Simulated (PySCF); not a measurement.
Work out the structure from these simulated measurements.

Formula: C4H5NO.

- Triplet: lowest triplet excitation (Tamm–Dancoff): 4.10 eV [TDA CAM-B3LYP/def2-SVPD]
- Polarisability: 54.2 au [CAM-B3LYP/def2-SVPD]
- UV, strongest line: among the 10 lowest singlet transitions: S9 at 8.40 eV (148 nm, f = 0.386) [TDDFT CAM-B3LYP/def2-SVPD]
- 1H NMR: chemical shifts (computed TMS as zero) by class: 7.55 (1 H), 7.53 (1 H), 2.30 (3 H) ppm [GIAO KT2/pcSseg-2]
- Rotational structure: rotational constants A, B, C: 9.360, 3.543, 2.613 GHz [PBE0-D3(BJ)/def2-SVP]
- 13C NMR: chemical shifts (computed TMS as zero) by class: 145.8 (1 C), 137.7 (1 C), 133.9 (1 C), 12.5 (1 C) ppm [GIAO KT2/pcSseg-2]
- Couplings: largest of the computed one-bond spin–spin couplings (means over like bonds): 13C–1H +240.0, 13C–1H +214.4, 13C–1H +134.7 (×3), 13C–13C +76.7, 13C–13C +60.2, 17O–13C +34.6, 17O–13C +23.6, 15N–13C +3.1 Hz [B3LYP/pcJ-1, spin–dipole term left out for some pairs]
- Dipole: 1.43 D [CAM-B3LYP/def2-SVPD]
- UV, first state: lowest singlet excitation: 6.21 eV (200 nm, f = 0.124) [TDDFT CAM-B3LYP/def2-SVPD]
- NMR, other nuclei: isotropic shieldings of nuclei other than C and H, by class: -27 (1 N), 3 (1 O) ppm [GIAO KT2/pcSseg-2]

Gas-phase values; electronic properties from PySCF, density fitting. Levels stand in brackets. Isolated species at its PBE0-D3(BJ)/def2-SVP geometry, gas phase. NMR values are class means; diastereotopic atoms form classes of their own.

Question: What is the compound? Reason from the data.

Answer: Numbering: `[CH3:1][c:2]1[cH:3][o:4][cH:5][n:6]1`. Its formula, C4H5NO, gives 3 degrees of unsaturation: 1 ring and 2 π bonds in the structure found (Kekulé form). 4 carbons fall into 4 classes; from least to most shielded: aromatic CH next to a ring nitrogen [C5] (145.8 ppm), substituted aromatic carbon [C2] (137.7 ppm), aromatic CH next to a ring oxygen [C3] (133.9 ppm), benzylic-type carbon [C1] (12.5 ppm). Hydrogen classes from least to most shielded: 1 H on an aromatic CH next to a ring nitrogen, C5 (7.55 ppm), 1 H on an aromatic CH next to a ring oxygen, C3 (7.53 ppm), 3 H on a benzylic-type carbon, C1 (2.30 ppm). The other shieldings belong to: -27 ppm, pyridine-type nitrogen [N6]; 3 ppm, furan-type oxygen [O4]. The couplings run between: +240.0 Hz, aromatic CH next to a ring nitrogen [C5] and its hydrogen; +214.4 Hz, aromatic CH next to a ring oxygen [C3] and its hydrogen; +134.7 Hz, benzylic-type carbon [C1] and its hydrogen (with 2 like pairs); +76.7 Hz, substituted aromatic carbon [C2] and aromatic CH next to a ring oxygen [C3]; +60.2 Hz, benzylic-type carbon [C1] and substituted aromatic carbon [C2]; +34.6 Hz, furan-type oxygen [O4] and aromatic CH next to a ring nitrogen [C5]; +23.6 Hz, furan-type oxygen [O4] and aromatic CH next to a ring oxygen [C3]; +3.1 Hz, pyridine-type nitrogen [N6] and substituted aromatic carbon [C2]. By its constants the optimised geometry is an asymmetric top. Structure: 4-methyloxazole (`CC1=COC=N1`). Computed isomers that give other values at the same levels: `N#CC[C@@H]1CO1` (13C chemical shifts (computed TMS as zero) by class: 111.0 (1 C), 49.2 (1 C), 48.0 (1 C), 24.8 (1 C) ppm); `O=CNC1=CC1` (smallest rotational constant: 2.070 GHz; this holds for the one conformer computed); `CC(=O)CC#N` (13C chemical shifts (computed TMS as zero) by class: 195.5 (1 C), 112.0 (1 C), 32.0 (1 C), 30.2 (1 C) ppm). The assignments are read from this structure; whether some other isomer fits the data as well wasn't checked.
